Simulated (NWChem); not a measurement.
The numbers come from NWChem runs, not from measurements. System: acetylene (C$_{2}$H$_{2}$), charge 0, spin multiplicity 1, optimised in this run. Level: PBE0/def2-SVP.

The NWChem input:

```
start mol
memory heap 200 mb stack 800 mb global 1000 mb
geometry units angstroms
  C      0.000000     0.000000    -0.596875
  C      0.000000     0.000000     0.596875
  H      0.000000     0.000000    -1.646589
  H      0.000000     0.000000     1.646589
  symmetry group D2h
end
basis spherical
  * library def2-svp
end
dft
  xc pbe0
  semidirect memsize 60000000 filesize 0
  iterations 100
end
driver
  maxiter 80
end
task dft optimize
task dft freq
```

Output (cleaned and shortened):

```
             Northwest Computational Chemistry Package (NWChem) 7.3.0
             --------------------------------------------------------

                                NWChem Input Module
                                -------------------

 Scaling coordinates for geometry "geometry" by  1.889725989
 (inverse scale =  0.529177249)

 Turning off AUTOSYM since
 SYMMETRY directive was detected!

          ------
          auto-z
          ------
  autoz: angle generation failed due to 4 colinear atoms                     3                    1                    2                    4
     1 autoz failed with cvr_scaling = 1.2 changing to 1.3
  autoz: angle generation failed due to 4 colinear atoms                     3                    1                    2                    4
     2 autoz failed with cvr_scaling = 1.3 changing to 1.4
  autoz: angle generation failed due to 4 colinear atoms                     3                    1                    2                    4
     3 autoz failed with cvr_scaling = 1.4 changing to 1.5
  autoz: angle generation failed due to 4 colinear atoms                     3                    1                    2                    4
     4 autoz failed with cvr_scaling = 1.5 changing to 1.6
  autoz: angle generation failed due to 4 colinear atoms                     3                    1                    2                    4
     5 autoz failed with cvr_scaling = 1.6 changing to 1.7
  autoz: angle generation failed due to 4 colinear atoms                     3                    1                    2                    4

 AUTOZ failed to generate good internal coordinates.
 Cartesian coordinates will be used in optimizations.

                             Geometry "geometry" -> ""
                             -------------------------

 Output coordinates in angstroms (scale by  1.889725989 to convert to a.u.)

  No.       Tag          Charge          X              Y              Z
 ---- ---------------- ---------- -------------- -------------- --------------
    1 C                    6.0000     0.00000000     0.00000000    -0.59687500
[...]
 x =   0.00000000 y =   0.00000000 z =   0.00000000

 moments of inertia (a.u.)
 ------------------
          51.591501246460           0.000000000000           0.000000000000
           0.000000000000          51.591501246460           0.000000000000
           0.000000000000           0.000000000000           0.000000000000

 Rotational Constants
 --------------------
 A=   0.000000 cm-1  (  0.000000 K)
 B=   1.166862 cm-1  (  1.678817 K)
 C=   1.166862 cm-1  (  1.678817 K)

 Temperature                      =   298.15K
 frequency scaling parameter      =   1.0000

 Linear Molecule

 Zero-Point correction to Energy  =   17.148 kcal/mol  (  0.027326 au)
 Thermal correction to Energy     =   18.879 kcal/mol  (  0.030085 au)
 Thermal correction to Enthalpy   =   19.471 kcal/mol  (  0.031029 au)

 Total Entropy                    =   47.663 cal/mol-K
   - Translational                =   35.688 cal/mol-K (mol. weight =  26.0157)
   - Rotational                   =   10.898 cal/mol-K (symmetry #  =        2)
   - Vibrational                  =    1.076 cal/mol-K

 Cv (constant volume heat capacity) =    8.025 cal/mol-K
   - Translational                  =    2.979 cal/mol-K
   - Rotational                     =    1.986 cal/mol-K
   - Vibrational                    =    3.059 cal/mol-K


 ----------------------------------------------------------------------------
 Normal Eigenvalue ||    Projected Derivative Dipole Moments (debye/angs)
  Mode   [cm**-1]  ||      [d/dqX]             [d/dqY]           [d/dqZ]
 ------ ---------- || ------------------ ------------------ -----------------
    1       -0.000 ||      -0.000              -0.000            -0.000
    2        0.000 ||       0.000               0.000             0.000
    3        0.000 ||       0.000              -0.000            -0.000
    4        0.000 ||      -0.000               0.000             0.000
    5        0.000 ||      -0.000              -0.000             0.000
    6      693.563 ||       0.000               0.000            -0.000
    7      693.563 ||      -0.000               0.000             0.000
    8      780.050 ||       1.013               1.015             0.000
    9      780.050 ||      -1.015               1.013             0.000
   10     2085.084 ||      -0.000              -0.000            -0.000
   11     3432.752 ||      -0.000              -0.000             1.572
   12     3535.586 ||      -0.000              -0.000            -0.000
 ----------------------------------------------------------------------------

 ----------------------------------------------------------------------------
 Normal Eigenvalue ||           Projected Infra Red Intensities
  Mode   [cm**-1]  || [atomic units] [(debye/angs)**2] [(KM/mol)] [arbitrary]
 ------ ---------- || -------------- ----------------- ---------- -----------
    1       -0.000 ||    0.000000           0.000         0.000       0.000
    2        0.000 ||    0.000000           0.000         0.000       0.000
    3        0.000 ||    0.000000           0.000         0.000       0.000
    4        0.000 ||    0.000000           0.000         0.000       0.000
    5        0.000 ||    0.000000           0.000         0.000       0.000
    6      693.563 ||    0.000000           0.000         0.000       0.000
    7      693.563 ||    0.000000           0.000         0.000       0.000
    8      780.050 ||    0.089163           2.057        86.921      37.485
    9      780.050 ||    0.089163           2.057        86.921      37.485
   10     2085.084 ||    0.000000           0.000         0.000       0.000
   11     3432.752 ||    0.107112           2.471       104.418      45.031
   12     3535.586 ||    0.000000           0.000         0.000       0.000
 ----------------------------------------------------------------------------

 Task  times  cpu:        9.7s     wall:        9.7s

 Total times  cpu:       11.4s     wall:       11.4s
```
